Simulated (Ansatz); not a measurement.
Base system: MgO in the rock salt structure (space group Fm-3m, No. 225).

```cif
data_MgO
_chemical_formula_sum 'O1 Mg1'
_space_group_name_H-M_alt 'P 1'
_space_group_IT_number 1
_cell_length_a 2.98038
_cell_length_b 2.98038
_cell_length_c 2.98038
_cell_angle_alpha 60.000
_cell_angle_beta 60.000
_cell_angle_gamma 60.000
loop_
_space_group_symop_operation_xyz
  'x, y, z'
loop_
_atom_site_label
_atom_site_type_symbol
_atom_site_fract_x
_atom_site_fract_y
_atom_site_fract_z
_atom_site_occupancy
O1 O 0.00000 0.00000 0.00000 1
Mg1 Mg 0.50000 0.50000 0.50000 1
```

Method: PBEsol (Ansatz, a quantum-chemistry and plane-wave program, PAW, no SOC), earlier PAW set.

It is then changed as follows: full substitution Mg → Ca, then cell and atoms are relaxed.

Measured lattice parameter a: MgO 4.189 Å (static lattice; corrected from measurement; as listed in Daniel Mejia-Rodriguez, S. B. Trickey, Phys. Rev. B (2018)); CaO 4.781 Å (static lattice; corrected from measurement; as listed in Wei Chen et al., Physical Review Materials (2018)).

**Question.** How well does PBEsol reproduce the measured shift?

**Answer.** With PBEsol the lattice parameter a moves by +0.552 Å (4.215 → 4.767) against +0.592 Å measured.

Stability against distortions was not tested.
